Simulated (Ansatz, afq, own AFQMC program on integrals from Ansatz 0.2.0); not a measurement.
Integrals from Ansatz 0.2.0, then the random walk in our own AFQMC program (afq).

```yaml
crystal:
  periodic: [false, false, false]
  atoms:
    - {symbol: Cu, position_ang: [0.000000, 0.020098, 0.460077]}
    - {symbol: O, position_ang: [0.000000, -0.127588, -1.696872]}
    - {symbol: H, position_ang: [0.000000, 0.758189, -2.070699]}
basis:
  gaussian: {orbitals: def2-SVP}
magnetization: {spin_polarized: false}
correlation: {method: ccsd_t, electrons: outside_noble_gas, hamiltonian_folder: ham}
```

```sh
$ ansatz run in.yaml --threads 1 --pin off --events-out ev --progress --plain --max-ram 16896MiB --backend cuda --devices 0, --max-vram 18GiB
```

Options of the walk:

```
--method phaseless --trial hf --walkers 4000 --populations 20 --least-time 40 --time-step 0.005 --steps-per-block 20 --equilibration-blocks 160 --max-blocks 4000 --target-error 0.0013 --factor-cut 1e-05 --seed 4863 --taylor-order 6
```

Times are imaginary, in 1/Eh. The walk had a cap of 49 s. With eight or more populations the least sampling time is a fifth of least-time, and the error comes from their spread.

Output of the walk:

```
orbitals 40  electrons 9 9  factors 326 of 532
reference energy -1714.03565623 Eh
CCSD correlation -0.46816805 Eh in 17 cycles, weight of the determinant in the CISD state 0.8471
energy of the start -1714.035656 Eh
 block  time / (1/Eh)  mean weight  energy / Eh
     1     0.100  1.0038  -1714.235958
     2     0.200  1.0047  -1714.332707
     3     0.300  1.0045  -1714.387842
     4     0.400  1.0040  -1714.426712
     5     0.500  1.0029  -1714.451512
     8     0.800  1.0014  -1714.483595
    17     1.700  1.0003  -1714.524968
    41     4.100  0.9999  -1714.530997
    49     4.900  0.9998  -1714.515087
    65     6.500  0.9998  -1714.530224
    89     8.900  0.9995  -1714.535422
   113    11.300  0.9995  -1714.541641
   137    13.700  0.9999  -1714.539396
   161    16.100  0.9996  -1714.523902
   185    18.500  1.0006  -1714.535306
   209    20.900  1.0001  -1714.550613
   225    22.500  0.9999  -1714.552468
   233    23.300  1.0002  -1714.547587
   257    25.700  1.0004  -1714.538206
   281    28.100  1.0005  -1714.537122
   305    30.500  0.9998  -1714.544617
   329    32.900  0.9991  -1714.539422
   353    35.300  0.9999  -1714.534276
error from the spread of 20 populations
energy -1714.537993 +/- 0.001334 Eh
(rows thinned)
```

The run passed its tests (sampling time, drift between the halves within three errors, error under three times the target), which doesn't prove that it has relaxed, ending at its cap on processor time.

Against this walk (error 36.3 meV) on the same determinant: CCSD(T) 487.3 meV higher, a separate phaseless walk with a CISD trial and standard settings 500.4 ± 37.0 meV higher. The error is statistical and leaves out the bias of the constraint. None of these is a sure reference here.

Cautions: constraint bias not in the error; no relativity below Rb; outer-core shells of the metal frozen; higher spins were not checked; strong correlation (T1 0.041, weight of the determinant 0.85, largest double 0.05).

The walk took 49 s on 1 × NVIDIA H100 80GB HBM3 with 2 threads of AMD EPYC 7R13 Processor (Zen 3) (shared host) (the card was shared). The log's last line is the phaseless energy.

A walk keeps the symmetry of its determinant, which the program's search chose and which needn't be the lowest solution, so a lower state of the same spin and another symmetry isn't excluded.
